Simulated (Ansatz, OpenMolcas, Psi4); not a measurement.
CH2N (SMILES C=[N]): the vertical ionisation energy from total energies

CH2N has 4 atoms, charge 0, and is taken as a doublet. As SMILES, `C=[N]`. The coordinates come from a PBE0-D4/def2-TZVP relaxation.

Both states at this one shape; open shells run unrestricted unless said. 1 Eh = 27.2114 eV.

| level | program | doublet CH2N (Eh) | singlet CH2N+ (Eh) |
| --- | --- | --- | --- |
| UHF/def2-TZVPP | Psi4 | -93.469432 | -93.090303 |
| U-r2SCAN/STO-3G | Ansatz | -92.725444 | -92.369366 |
| UM06-L/def2-TZVPP | OpenMolcas | -94.005253 | -93.618178 |
| UHSE06/STO-3G | Ansatz | -92.661101 | -92.306300 |

Work out the vertical ionisation energy at each level.


1. UHF/def2-TZVPP: -93.090303 − (-93.469432) = 0.379129 Eh = 10.32 eV.
2. U-r2SCAN/STO-3G: -92.369366 − (-92.725444) = 0.356078 Eh = 9.69 eV.
3. UM06-L/def2-TZVPP: -93.618178 − (-94.005253) = 0.387075 Eh = 10.53 eV.
4. UHSE06/STO-3G: -92.306300 − (-92.661101) = 0.354801 Eh = 9.65 eV.

No measured value is set beside it here; the levels span 9.65 to 10.53 eV. Minimal sets are far from the basis-set limit. The first state is spin-contaminated at UHF/def2-TZVPP (⟨S²⟩ = 0.93).
